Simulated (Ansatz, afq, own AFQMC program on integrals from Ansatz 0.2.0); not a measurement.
S, triplet → S, singlet

A free S atom.

E(singlet, charge +0) − E(triplet, charge +0) at this geometry, on UHF and RHF determinants.

Basis 6-31G. Only valence electrons are correlated. AFQMC by an in-house program on the Cholesky factors that Ansatz 0.2.0 writes for its CCSD(T) run. ph-AFQMC/CISD is guided by a CISD state made of CCSD amplitudes; releasing the constraint for a short imaginary time cuts its bias at the price of noise, slowly where states lie close. ± is one standard error of the sampling. The errors of all members are added in quadrature.

Full CI is exact in this basis; where marked, its frozen core comes from its own orbitals, which moves totals by up to a few meV.

Errors are counted within 6-31G, not against nature.

Cautions: S (triplet): the ph-AFQMC/CISD walk drifts between its halves (2.8 errors), full CI with its own frozen core; S (singlet): another spin lies lower, restricted determinant unstable towards unrestricted (UHF 1.44 eV lower, ⟨S²⟩ 1.00), strong correlation (T1 0.003, weight of the determinant 0.77, largest double 0.37), CCSD(T) lies above an unrestricted determinant, so it isn't the lowest state, CCSDT(Q) lies above an unrestricted determinant, so it isn't the lowest state, CCSDTQ lies above an unrestricted determinant, so it isn't the lowest state, the determinant fills the p orbitals unequally in pairs, so it mixes two states of the atom (¹D and ¹S), and each level undoes that mixture to a different degree, while full CI gives the lower state, CCSDTQ on the UHF determinant differs (1.43 eV lower), perhaps since the unrestricted series falls towards higher spin, full CI with its own frozen core, its ph-AFQMC/CISD value lies 30 ± 6 meV above full CI.

```tsv
level	vertical spin gap (kJ/mol)
HF	210.0
MP2	182.5
```

**Question.** From these cheaper values, estimate the vertical spin gap at the reference level in 6-31G.

**Answer.** 137.8 kJ/mol (full CI in 6-31G).

| level | vertical spin gap (kJ/mol) | error against FCI (kJ/mol) |
| --- | --- | --- |
| CCSD | 147.3 | 9.5 |
| CCSD(T) | 141.0 | 3.2 |
| CCSDT | 139.2 | 1.4 |
| CCSDT(Q) | 138.0 | 0.2 |
| CCSDTQ | 137.8 | 0.0 |
| ph-AFQMC/CISD | 140.6 ± 0.6 | 2.8 ± 0.6 |
| released AFQMC | 139.2 ± 0.7 | 1.4 ± 0.7 |

Correlation beyond CCSD(T) takes off 3.2 kJ/mol. The perturbative (T) step is worth −6.3 kJ/mol. Where a determinant mixes two states, these steps and errors hold in part the undoing of that mixture, and only full CI is sure.

CCSDT and higher add their correlation energy to the determinant of the CCSD(T) run, since their own runs factorise the integrals more tightly (a shift of under 2 meV). Released energies are given only where the last usable release times agree within the noise; a slower fall can still hide under it.
